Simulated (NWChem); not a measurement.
A series in which one site is exchanged, each optimised at PBE0/def2-SVP with NWChem, gas phase unless a solvent is named. Low-valent species are run as closed-shell singlets; no triplet was tried in these runs. For some, no frequency run checked for a minimum. def2 effective core potentials on I; no spin-orbit coupling.

A: [SiH]I (SiHI; site = I)
B: [SiH]Cl (SiHCl; site = Cl)
C: [SiH2] (SiH2; site = H)
D: [SiH]F (SiHF; site = F)

```tsv
quantity	A	B	C	D
dipole (D), PBE0/def2-SVP	0.94	?	0.36	1.03
orbital gap (eV), PBE0/def2-SVP	3.59	?	3.75	4.32
vertical ionisation energy, ΔSCF, PBE/def2-SVP (eV)	8.77	?	9.35	9.42
static polarisability, PBE/def2-SVPD (bohr³)	71.8	?	35.5	32.4
lowest singlet excitation, PBE/def2-SVPD, TDA (eV)	2.19	?	2.45	2.96
```

Task: Fill in the missing entries.

Result: 
- dipole (D), PBE0/def2-SVP, B: 1.00
- orbital gap (eV), PBE0/def2-SVP, B: 3.98
- vertical ionisation energy, ΔSCF, PBE/def2-SVP (eV), B: 9.18
- static polarisability, PBE/def2-SVPD (bohr³), B: 47.3
- lowest singlet excitation, PBE/def2-SVPD, TDA (eV), B: 2.65
